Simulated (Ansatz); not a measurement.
# C₂FO radical (SMILES O=C=[C]F): single points off equilibrium

The task here is to estimate one member of a computed series from the others.

Program: Ansatz 0.2.0, Gaussian basis. Level of theory: single points in def2-TZVPP. These are calculated values, not measurements.

Correlated methods freeze the cores. Orbitals are unrestricted.

### Starting geometry

4 atoms, charge 0, spin multiplicity 2.

Atoms are counted from 1 here; the program's logs count them from 0.

Bond lengths: O1–C2 0.875 Å, C3–F4 1.131 Å.

Coordinates:

```xyz
4
charge 0, multiplicity 2
O    -0.8707    0.4223    1.2775
C    -0.2487    0.0283    0.8049
C     0.2390    0.0340   -0.8551
F     1.0483   -0.4853   -1.4505
```

Set-up of the first run:

run/in.yaml reads:

```yaml
crystal:
  periodic: [false, false, false]
  atoms:
    - {symbol: O, position_ang: [-0.870700, 0.422300, 1.277500]}
    - {symbol: C, position_ang: [-0.248700, 0.028300, 0.804900]}
    - {symbol: C, position_ang: [0.239000, 0.034000, -0.855100]}
    - {symbol: F, position_ang: [1.048300, -0.485300, -1.450500]}
basis:
  gaussian: {orbitals: def2-TZVPP}
magnetization: {spin_polarized: true, initial_magnetization: 1}
correlation: {method: ccsd_t}
scf: {omitted_lower_state_checks: [cluster_reference]}
output: {forces: true}
```

The command line of these runs was not kept.

Steps of the session up to this table: CCSD(T)/def2-TZVPP; PBE0-D4/def2-TZVPP; wB97M-V/def2-TZVPP; r2SCAN-D4/def2-TZVPP; PBE-D4/def2-TZVPP; SPW92/def2-TZVPP; B97M-V/def2-TZVPP.

One of the session's tables, all rows but one given; the rest of the session is left out.

```
   method  RMS force component (eV/Å)  angle to CCSD(T) forces (°)  dipole (D)
  CCSD(T)                      34.155                    reference        1.23
  PBE0-D4                      33.645                          0.4        1.26
  wB97M-V                      33.568                          0.2        1.31
r2SCAN-D4                      33.929                          0.4        1.22
   PBE-D4                      34.390                          0.5        1.19
    SPW92                           ?                            ?           ?
   B97M-V                      33.692                          0.4        1.21
```

**Question.** Estimate the row for SPW92.

**Answer.** RMS force component (eV/Å): 33.850; angle to CCSD(T) forces (°): 0.9; dipole (D): 1.21. In the column «RMS force component (eV/Å)» it lies between B97M-V (33.692) and r2SCAN-D4 (33.929).
